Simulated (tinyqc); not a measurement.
UHF in the sto-6g basis, for LiH+, spin multiplicity 2, step by step (part 2 of 3). Computed by tinyqc, a small Python program that keeps every step (integrals from PySCF). Command: `OMP_NUM_THREADS=1 python tinyqc.py 25546 25547 out.jsonl` (the two numbers bound the seeds that draw the settings). One thread of a shared host (Intel(R) Xeon(R) Processor @ 2.60GHz), about 0.1 s of CPU time with the checks.

Geometry (angstrom):
```
atom         x         y         z
Li    0.000000  0.000000  0.000000
H     0.000000  0.000000  1.711000
```

## Iteration 2: diagonalisation and new density

extrapolated F(alpha) (hartree), order 1Li 1s, 1Li 2s, 1Li 2px, 1Li 2py, 1Li 2pz, 2H 1s:
$$\begin{pmatrix}
-2.832654 & -0.711050 & 0.011080 & 0.013017 & 0.004699 & -0.170233 \\
-0.711050 & -0.515889 & 0.005765 & 0.005159 & -0.152906 & -0.421646 \\
0.011080 & 0.005765 & -0.129943 & -0.006973 & 0.000404 & 0.008961 \\
0.013017 & 0.005159 & -0.006973 & -0.136659 & 0.000690 & 0.012198 \\
0.004699 & -0.152906 & 0.000404 & 0.000690 & -0.286483 & -0.454841 \\
-0.170233 & -0.421646 & 0.008961 & 0.012198 & -0.454841 & -0.733332
\end{pmatrix}$$

extrapolated F(beta) (hartree), order 1Li 1s, 1Li 2s, 1Li 2px, 1Li 2py, 1Li 2pz, 2H 1s:
$$\begin{pmatrix}
-2.811062 & -0.712539 & 0.003960 & 0.000747 & 0.001438 & -0.164948 \\
-0.712539 & -0.386602 & 0.001225 & 0.000030 & -0.033528 & -0.206099 \\
0.003960 & 0.001225 & -0.105126 & 0.000705 & -0.001007 & 0.000053 \\
0.000747 & 0.000030 & 0.000705 & -0.103427 & 0.000065 & -0.000058 \\
0.001438 & -0.033528 & -0.001007 & 0.000065 & -0.152370 & -0.210105 \\
-0.164948 & -0.206099 & 0.000053 & -0.000058 & -0.210105 & -0.204586
\end{pmatrix}$$

X, order 1Li 1s, 1Li 2s, 1Li 2px, 1Li 2py, 1Li 2pz, 2H 1s:
$$\begin{pmatrix}
0.183952 & 0.792668 & 0.000000 & 0.000000 & 0.605582 & 0.178742 \\
-0.741034 & -0.615394 & 0.000000 & 0.000000 & 0.474310 & 0.368474 \\
0.000000 & 0.000000 & -0.450692 & 0.892679 & 0.000000 & 0.000000 \\
0.000000 & 0.000000 & 0.892679 & 0.450692 & 0.000000 & 0.000000 \\
-0.885769 & 0.450744 & 0.000000 & 0.000000 & -0.484690 & 0.400205 \\
1.124229 & -0.180199 & 0.000000 & 0.000000 & -0.168330 & 0.528950
\end{pmatrix}$$

D(alpha) after iteration 1, order 1Li 1s, 1Li 2s, 1Li 2px, 1Li 2py, 1Li 2pz, 2H 1s:
$$\begin{pmatrix}
0.388637 & 0.003259 & -0.105741 & -0.143677 & -0.146646 & 0.100779 \\
0.003259 & 0.817685 & 0.002564 & 0.185914 & 0.071227 & -0.228263 \\
-0.105741 & 0.002564 & 0.126256 & 0.180528 & 0.164581 & -0.174999 \\
-0.143677 & 0.185914 & 0.180528 & 0.301466 & 0.244888 & -0.322587 \\
-0.146646 & 0.071227 & 0.164581 & 0.244888 & 0.231647 & -0.200995 \\
0.100779 & -0.228263 & -0.174999 & -0.322587 & -0.200995 & 0.487216
\end{pmatrix}$$

D(beta) after iteration 1, order 1Li 1s, 1Li 2s, 1Li 2px, 1Li 2py, 1Li 2pz, 2H 1s:
$$\begin{pmatrix}
0.321230 & 0.123239 & -0.025709 & -0.005829 & -0.026443 & -0.017044 \\
0.123239 & 0.604209 & -0.120061 & -0.026048 & -0.127543 & -0.085748 \\
-0.025709 & -0.120061 & 0.023862 & 0.005178 & 0.025346 & 0.017037 \\
-0.005829 & -0.026048 & 0.005178 & 0.001124 & 0.005499 & 0.003696 \\
-0.026443 & -0.127543 & 0.025346 & 0.005499 & 0.026924 & 0.018100 \\
-0.017044 & -0.085748 & 0.017037 & 0.003696 & 0.018100 & 0.012170
\end{pmatrix}$$

overlap S, order 1Li 1s, 1Li 2s, 1Li 2px, 1Li 2py, 1Li 2pz, 2H 1s:
$$\begin{pmatrix}
1.000000 & 0.235742 & 0.000000 & 0.000000 & 0.000000 & 0.053945 \\
0.235742 & 1.000000 & 0.000000 & 0.000000 & 0.000000 & 0.370086 \\
0.000000 & 0.000000 & 1.000000 & 0.000000 & 0.000000 & 0.000000 \\
0.000000 & 0.000000 & 0.000000 & 1.000000 & 0.000000 & 0.000000 \\
0.000000 & 0.000000 & 0.000000 & 0.000000 & 1.000000 & 0.488477 \\
0.053945 & 0.370086 & 0.000000 & 0.000000 & 0.488477 & 1.000000
\end{pmatrix}$$

Diagonalise F' = X^T F X, C = X C', fill 2 alpha and 1 beta electrons from the bottom; D(s) = C_occ C_occ^T; the new density keeps 0.7 of the old one (damping). Each column has its largest component positive (the first on a tie).

F' = X^T F X (alpha) (hartree):
$$\begin{pmatrix}
-0.001177 & -0.136115 & 0.007048 & 0.011940 & -0.063043 & -0.197666 \\
-0.136115 & -1.246316 & 0.002979 & 0.005764 & -1.221552 & -0.357762 \\
0.007048 & 0.002979 & -0.129684 & -0.006842 & 0.003601 & 0.005721 \\
0.011940 & 0.005764 & -0.006842 & -0.136918 & 0.010489 & 0.012977 \\
-0.063043 & -1.221552 & 0.003601 & 0.010489 & -1.556073 & -0.477631 \\
-0.197666 & -0.357762 & 0.005721 & 0.012977 & -0.477631 & -0.938811
\end{pmatrix}$$

orbital energies (alpha) (hartree): MO1 -2.833593, MO2 -0.780023, MO3 -0.188645, MO4 -0.141246, MO5 -0.125535, MO6 0.060064

coefficients C (alpha), order 1Li 1s, 1Li 2s, 1Li 2px, 1Li 2py, 1Li 2pz, 2H 1s:
$$\begin{pmatrix}
0.995520 & -0.117166 & -0.223622 & 0.007468 & -0.003490 & -0.077314 \\
0.017235 & 0.270178 & 0.959130 & 0.002269 & 0.018611 & 0.543147 \\
-0.004143 & -0.011296 & 0.002089 & 0.531310 & 0.846587 & -0.029166 \\
-0.004867 & -0.014733 & 0.038231 & 0.844572 & -0.531922 & -0.045330 \\
-0.002319 & 0.200034 & -0.367952 & 0.075256 & -0.005897 & 1.096239 \\
0.004162 & 0.770113 & -0.307921 & -0.027069 & -0.004926 & -0.956987
\end{pmatrix}$$

F' = X^T F X (beta) (hartree):
$$\begin{pmatrix}
0.157859 & -0.159135 & -0.000355 & 0.000686 & -0.104871 & -0.037543 \\
-0.159135 & -1.199937 & -0.000318 & 0.001992 & -1.195269 & -0.463096 \\
-0.000355 & -0.000318 & -0.104339 & 0.001102 & -0.001162 & -0.000229 \\
0.000686 & 0.001992 & 0.001102 & -0.104213 & 0.003288 & 0.000763 \\
-0.104871 & -1.195269 & -0.001162 & 0.003288 & -1.521971 & -0.562407 \\
-0.037543 & -0.463096 & -0.000229 & 0.000763 & -0.562407 & -0.527968
\end{pmatrix}$$

orbital energies (beta) (hartree): MO1 -2.812090, MO2 -0.299207, MO3 -0.158757, MO4 -0.105364, MO5 -0.103170, MO6 0.178019

coefficients C (beta), order 1Li 1s, 1Li 2s, 1Li 2px, 1Li 2py, 1Li 2pz, 2H 1s:
$$\begin{pmatrix}
0.994951 & -0.165248 & -0.190253 & -0.001548 & 0.000418 & 0.086056 \\
0.021022 & 0.529998 & 0.799955 & 0.012659 & 0.001731 & -0.605931 \\
-0.001465 & 0.001668 & -0.015003 & 0.939779 & 0.341438 & 0.002211 \\
-0.000274 & 0.000580 & 0.002774 & -0.341438 & 0.939900 & -0.000288 \\
0.000570 & 0.343081 & -0.584399 & -0.007173 & -0.001387 & -0.961023 \\
-0.001927 & 0.506157 & -0.232439 & -0.006670 & -0.001701 & 1.137635
\end{pmatrix}$$

D(alpha) after iteration 2, order 1Li 1s, 1Li 2s, 1Li 2px, 1Li 2py, 1Li 2pz, 2H 1s:
$$\begin{pmatrix}
0.573482 & -0.002069 & -0.074859 & -0.101510 & -0.110376 & 0.044719 \\
-0.002069 & 0.594368 & 0.000858 & 0.128921 & 0.066060 & -0.097343 \\
-0.074859 & 0.000858 & 0.088423 & 0.126425 & 0.114532 & -0.125115 \\
-0.101510 & 0.128921 & 0.126425 & 0.211099 & 0.170541 & -0.229221 \\
-0.110376 & 0.066060 & 0.114532 & 0.170541 & 0.174159 & -0.094485 \\
0.044719 & -0.097343 & -0.125115 & -0.229221 & -0.094485 & 0.518979
\end{pmatrix}$$

D(beta) after iteration 2, order 1Li 1s, 1Li 2s, 1Li 2px, 1Li 2py, 1Li 2pz, 2H 1s:
$$\begin{pmatrix}
0.521839 & 0.092542 & -0.018434 & -0.004162 & -0.018340 & -0.012506 \\
0.092542 & 0.423079 & -0.084052 & -0.018236 & -0.089276 & -0.060035 \\
-0.018434 & -0.084052 & 0.016704 & 0.003625 & 0.017742 & 0.011927 \\
-0.004162 & -0.018236 & 0.003625 & 0.000787 & 0.003849 & 0.002587 \\
-0.018340 & -0.089276 & 0.017742 & 0.003849 & 0.018847 & 0.012670 \\
-0.012506 & -0.060035 & 0.011927 & 0.002587 & 0.012670 & 0.008520
\end{pmatrix}$$

## Iteration 3: building the Fock matrix

core Hamiltonian H = T + V (hartree), order 1Li 1s, 1Li 2s, 1Li 2px, 1Li 2py, 1Li 2pz, 2H 1s:
$$\begin{pmatrix}
-4.759681 & -1.011979 & 0.000000 & 0.000000 & -0.014858 & -0.237992 \\
-1.011979 & -1.372419 & 0.000000 & 0.000000 & -0.115642 & -0.627137 \\
0.000000 & 0.000000 & -1.128123 & 0.000000 & 0.000000 & 0.000000 \\
0.000000 & 0.000000 & 0.000000 & -1.128123 & 0.000000 & 0.000000 \\
-0.014858 & -0.115642 & 0.000000 & 0.000000 & -1.220381 & -0.780389 \\
-0.237992 & -0.627137 & 0.000000 & 0.000000 & -0.780389 & -1.397350
\end{pmatrix}$$

Two-electron integrals (ij|kl) in chemists' order, unique and non-zero (hartree):
```
(11|11) 1.681247   (21|11) 0.242603   (21|21) 0.044507   (22|11) 0.397190
(22|21) 0.090279   (22|22) 0.290625   (31|31) 0.009437   (32|31) 0.014261
(32|32) 0.064236   (33|11) 0.397190   (33|21) 0.090279   (33|22) 0.290625
(33|33) 0.313125   (41|41) 0.009437   (42|41) 0.014261   (42|42) 0.064236
(43|43) 0.016875   (44|11) 0.397190   (44|21) 0.090279   (44|22) 0.290625
(44|33) 0.279374   (44|44) 0.313125   (51|51) 0.009437   (52|51) 0.014261
(52|52) 0.064236   (53|53) 0.016875   (54|54) 0.016875   (55|11) 0.397190
(55|21) 0.090279   (55|22) 0.290625   (55|33) 0.279374   (55|44) 0.279374
(55|55) 0.313125   (61|11) 0.055748   (61|21) 0.010007   (61|22) 0.020472
(61|33) 0.020188   (61|44) 0.020188   (61|51) 0.001332   (61|52) 0.002682
(61|55) 0.021039   (61|61) 0.002489   (62|11) 0.134116   (62|21) 0.030893
(62|22) 0.105432   (62|33) 0.100019   (62|44) 0.100019   (62|51) 0.005313
(62|52) 0.031172   (62|55) 0.116259   (62|61) 0.008373   (62|62) 0.063605
(63|31) 0.002583   (63|32) 0.011843   (63|53) 0.004747   (63|63) 0.004478
(64|41) 0.002583   (64|42) 0.011843   (64|54) 0.004747   (64|64) 0.004478
(65|11) 0.165989   (65|21) 0.038629   (65|22) 0.136256   (65|33) 0.127067
(65|44) 0.127067   (65|51) 0.008280   (65|52) 0.048052   (65|55) 0.154633
(65|61) 0.010944   (65|62) 0.090277   (65|65) 0.129954   (66|11) 0.308546
(66|21) 0.072429   (66|22) 0.270462   (66|33) 0.246898   (66|44) 0.246898
(66|51) 0.014221   (66|52) 0.101849   (66|55) 0.317587   (66|61) 0.020749
(66|62) 0.205006   (66|65) 0.302040   (66|66) 0.774999
```

nuclear repulsion = 0.92783848 hartree

J_ij = sum D_kl (ij|kl) with D = D(alpha) + D(beta), K_ij = sum D_kl (ik|jl) for each spin; F = H + J - K(s); E = tr D H + tr D J / 2 - 0.5 sum_s tr D(s) K(s) + E_nn.

Coulomb J (hartree), order 1Li 1s, 1Li 2s, 1Li 2px, 1Li 2py, 1Li 2pz, 2H 1s:
$$\begin{pmatrix}
2.589072 & 0.434486 & -0.004719 & -0.000008 & 0.001468 & 0.100374 \\
0.434486 & 0.983812 & -0.016030 & 0.005838 & 0.029570 & 0.384980 \\
-0.004719 & -0.016030 & 0.972382 & 0.004389 & 0.003390 & -0.002210 \\
-0.000008 & 0.005838 & 0.004389 & 0.975985 & 0.003734 & 0.001702 \\
0.001468 & 0.029570 & 0.003390 & 0.003734 & 1.003068 & 0.503549 \\
0.100374 & 0.384980 & -0.002210 & 0.001702 & 0.503549 & 1.053617
\end{pmatrix}$$

exchange K(alpha) (hartree), order 1Li 1s, 1Li 2s, 1Li 2px, 1Li 2py, 1Li 2pz, 2H 1s:
$$\begin{pmatrix}
0.998163 & 0.203664 & -0.033199 & -0.033019 & -0.031605 & 0.051119 \\
0.203664 & 0.237672 & -0.021517 & 0.009496 & 0.028898 & 0.146050 \\
-0.033199 & -0.021517 & 0.077074 & 0.037453 & 0.017438 & -0.017963 \\
-0.033019 & 0.009496 & 0.037453 & 0.113417 & 0.020308 & -0.023031 \\
-0.031605 & 0.028898 & 0.017438 & 0.020308 & 0.132728 & 0.152136 \\
0.051119 & 0.146050 & -0.017963 & -0.023031 & 0.152136 & 0.379758
\end{pmatrix}$$

exchange K(beta) (hartree), order 1Li 1s, 1Li 2s, 1Li 2px, 1Li 2py, 1Li 2pz, 2H 1s:
$$\begin{pmatrix}
0.938875 & 0.201475 & -0.016011 & -0.003540 & -0.020898 & 0.040464 \\
0.201475 & 0.153126 & -0.030420 & -0.006617 & -0.041348 & 0.023104 \\
-0.016011 & -0.030420 & 0.038975 & 0.001074 & 0.006828 & -0.004485 \\
-0.003540 & -0.006617 & 0.001074 & 0.034259 & 0.001481 & -0.000977 \\
-0.020898 & -0.041348 & 0.006828 & 0.001481 & 0.039986 & -0.001192 \\
0.040464 & 0.023104 & -0.004485 & -0.000977 & -0.001192 & 0.004887
\end{pmatrix}$$

F(alpha) (hartree), order 1Li 1s, 1Li 2s, 1Li 2px, 1Li 2py, 1Li 2pz, 2H 1s:
$$\begin{pmatrix}
-3.168772 & -0.781157 & 0.028481 & 0.033011 & 0.018216 & -0.188736 \\
-0.781157 & -0.626279 & 0.005487 & -0.003658 & -0.114970 & -0.388207 \\
0.028481 & 0.005487 & -0.232815 & -0.033064 & -0.014049 & 0.015752 \\
0.033011 & -0.003658 & -0.033064 & -0.265555 & -0.016574 & 0.024733 \\
0.018216 & -0.114970 & -0.014049 & -0.016574 & -0.350041 & -0.428976 \\
-0.188736 & -0.388207 & 0.015752 & 0.024733 & -0.428976 & -0.723491
\end{pmatrix}$$

F(beta) (hartree), order 1Li 1s, 1Li 2s, 1Li 2px, 1Li 2py, 1Li 2pz, 2H 1s:
$$\begin{pmatrix}
-3.109484 & -0.778968 & 0.011292 & 0.003532 & 0.007509 & -0.178081 \\
-0.778968 & -0.541734 & 0.014390 & 0.012455 & -0.044724 & -0.265261 \\
0.011292 & 0.014390 & -0.194716 & 0.003315 & -0.003439 & 0.002275 \\
0.003532 & 0.012455 & 0.003315 & -0.186398 & 0.002252 & 0.002678 \\
0.007509 & -0.044724 & -0.003439 & 0.002252 & -0.257299 & -0.275649 \\
-0.178081 & -0.265261 & 0.002275 & 0.002678 & -0.275649 & -0.348620
\end{pmatrix}$$

total energy of this density = -5.27261418 hartree

This density is a damped mixture and is not idempotent.

## Iteration 3: DIIS over 3 matrices

error matrix X^T (FDS - SDF) X (alpha):
$$\begin{pmatrix}
0.000000 & 0.076248 & -0.006111 & -0.000134 & -0.001350 & 0.003227 \\
-0.076248 & 0.000000 & 0.073013 & 0.196974 & -0.418105 & -0.217775 \\
0.006111 & -0.073013 & 0.000000 & 0.000640 & -0.064101 & -0.042520 \\
0.000134 & -0.196974 & -0.000640 & 0.000000 & -0.205041 & -0.125732 \\
0.001350 & 0.418105 & 0.064101 & 0.205041 & 0.000000 & 0.034144 \\
-0.003227 & 0.217775 & 0.042520 & 0.125732 & -0.034144 & 0.000000
\end{pmatrix}$$

B (overlaps of the stored error matrices):
$$\begin{pmatrix}
5.8750221e+00 & 3.9274609e+00 & 2.6532652e+00 \\
3.9274609e+00 & 2.6279660e+00 & 1.7765698e+00 \\
2.6532652e+00 & 1.7765698e+00 & 1.2018560e+00
\end{pmatrix}$$

Minimise |sum c_i e_i|^2 with sum c_i = 1: solve [B -1; -1 0][c; lambda] = [0; -1] with B_ij = tr e_i^T e_j summed over both spins, and take F = sum c_i F_i.

DIIS coefficients: [0.769541, -4.022642, 4.253100]

extrapolated F(alpha) (hartree), order 1Li 1s, 1Li 2s, 1Li 2px, 1Li 2py, 1Li 2pz, 2H 1s:
$$\begin{pmatrix}
-2.794897 & -0.708582 & 0.001917 & 0.002197 & -0.000483 & -0.168083 \\
-0.708582 & -0.458069 & 0.000653 & 0.000102 & -0.141151 & -0.402119 \\
0.001917 & 0.000653 & -0.110706 & -0.002478 & -0.000282 & 0.002314 \\
0.002197 & 0.000102 & -0.002478 & -0.113203 & -0.000161 & 0.003466 \\
-0.000483 & -0.141151 & -0.000282 & -0.000161 & -0.290511 & -0.477648 \\
-0.168083 & -0.402119 & 0.002314 & 0.003466 & -0.477648 & -0.763782
\end{pmatrix}$$

extrapolated F(beta) (hartree), order 1Li 1s, 1Li 2s, 1Li 2px, 1Li 2py, 1Li 2pz, 2H 1s:
$$\begin{pmatrix}
-2.784100 & -0.707827 & 0.000688 & 0.000101 & -0.000305 & -0.164656 \\
-0.707827 & -0.366699 & 0.001046 & 0.000852 & -0.020685 & -0.183290 \\
0.000688 & 0.001046 & -0.098191 & 0.000248 & -0.000339 & 0.000133 \\
0.000101 & 0.000852 & 0.000248 & -0.097557 & 0.000067 & 0.000144 \\
-0.000305 & -0.020685 & -0.000339 & 0.000067 & -0.131339 & -0.176267 \\
-0.164656 & -0.183290 & 0.000133 & 0.000144 & -0.176267 & -0.105934
\end{pmatrix}$$

## Iteration 3: diagonalisation and new density

As before.

F' = X^T F X (alpha) (hartree):
$$\begin{pmatrix}
0.020430 & -0.116759 & 0.002673 & 0.004396 & -0.050221 & -0.234434 \\
-0.116759 & -1.207713 & 0.000618 & 0.000954 & -1.214174 & -0.376516 \\
0.002673 & 0.000618 & -0.110702 & -0.002476 & 0.000231 & 0.001199 \\
0.004396 & 0.000954 & -0.002476 & -0.113207 & 0.001481 & 0.002504 \\
-0.050221 & -1.214174 & 0.000231 & 0.001481 & -1.539251 & -0.448166 \\
-0.234434 & -0.376516 & 0.001199 & 0.002504 & -0.448166 & -0.937506
\end{pmatrix}$$

orbital energies (alpha) (hartree): MO1 -2.795956, MO2 -0.794967, MO3 -0.161337, MO4 -0.114783, MO5 -0.109176, MO6 0.088270

coefficients C (alpha), order 1Li 1s, 1Li 2s, 1Li 2px, 1Li 2py, 1Li 2pz, 2H 1s:
$$\begin{pmatrix}
0.994828 & -0.100138 & -0.227625 & 0.003220 & -0.001614 & -0.096449 \\
0.020632 & 0.188419 & 0.941216 & -0.005555 & 0.007425 & 0.605543 \\
-0.000717 & -0.002586 & 0.004191 & 0.525405 & 0.850762 & -0.011297 \\
-0.000818 & -0.003808 & 0.021402 & 0.850333 & -0.525494 & -0.017810 \\
0.000752 & 0.196828 & -0.419215 & 0.032262 & -0.002914 & 1.080423 \\
0.001698 & 0.814387 & -0.197065 & -0.012268 & -0.001589 & -0.949879
\end{pmatrix}$$

F' = X^T F X (beta) (hartree):
$$\begin{pmatrix}
0.221756 & -0.163957 & -0.000367 & -0.000407 & -0.118094 & 0.000926 \\
-0.163957 & -1.181470 & -0.000269 & -0.000444 & -1.182222 & -0.473462 \\
-0.000367 & -0.000269 & -0.097885 & 0.000402 & -0.000111 & 0.000188 \\
-0.000407 & -0.000444 & 0.000402 & -0.097863 & 0.001125 & 0.000592 \\
-0.118094 & -1.182222 & -0.000111 & 0.001125 & -1.500226 & -0.574112 \\
0.000926 & -0.473462 & 0.000188 & 0.000592 & -0.574112 & -0.466003
\end{pmatrix}$$

orbital energies (beta) (hartree): MO1 -2.785195, MO2 -0.241827, MO3 -0.145042, MO4 -0.098268, MO5 -0.097456, MO6 0.246098

coefficients C (beta), order 1Li 1s, 1Li 2s, 1Li 2px, 1Li 2py, 1Li 2pz, 2H 1s:
$$\begin{pmatrix}
0.994759 & -0.195721 & -0.161380 & -0.002189 & -0.003298 & 0.083235 \\
0.021818 & 0.674010 & 0.684358 & 0.009999 & 0.013409 & -0.604311 \\
-0.000263 & -0.003546 & -0.017163 & 0.940937 & 0.338127 & -0.000328 \\
-0.000044 & -0.004377 & -0.010200 & -0.338338 & 0.940958 & -0.001154 \\
0.001216 & 0.329773 & -0.683977 & -0.008003 & -0.009859 & -0.897835 \\
-0.002089 & 0.387936 & -0.222671 & -0.002206 & 0.000051 & 1.185074
\end{pmatrix}$$

D(alpha) after iteration 3, order 1Li 1s, 1Li 2s, 1Li 2px, 1Li 2py, 1Li 2pz, 2H 1s:
$$\begin{pmatrix}
0.701351 & -0.000951 & -0.052538 & -0.071187 & -0.082952 & 0.007345 \\
-0.000951 & 0.426836 & 0.000450 & 0.090024 & 0.057373 & -0.022095 \\
-0.052538 & 0.000450 & 0.061898 & 0.088501 & 0.080019 & -0.088212 \\
-0.071187 & 0.090024 & 0.088501 & 0.147774 & 0.119153 & -0.161385 \\
-0.082952 & 0.057373 & 0.080019 & 0.119153 & 0.133534 & -0.018051 \\
0.007345 & -0.022095 & -0.088212 & -0.161385 & -0.018051 & 0.562254
\end{pmatrix}$$

D(beta) after iteration 3, order 1Li 1s, 1Li 2s, 1Li 2px, 1Li 2py, 1Li 2pz, 2H 1s:
$$\begin{pmatrix}
0.662151 & 0.071290 & -0.012982 & -0.002927 & -0.012475 & -0.009377 \\
0.071290 & 0.296298 & -0.058838 & -0.012765 & -0.062486 & -0.042038 \\
-0.012982 & -0.058838 & 0.011693 & 0.002537 & 0.012419 & 0.008349 \\
-0.002927 & -0.012765 & 0.002537 & 0.000551 & 0.002695 & 0.001811 \\
-0.012475 & -0.062486 & 0.012419 & 0.002695 & 0.013193 & 0.008868 \\
-0.009377 & -0.042038 & 0.008349 & 0.001811 & 0.008868 & 0.005965
\end{pmatrix}$$
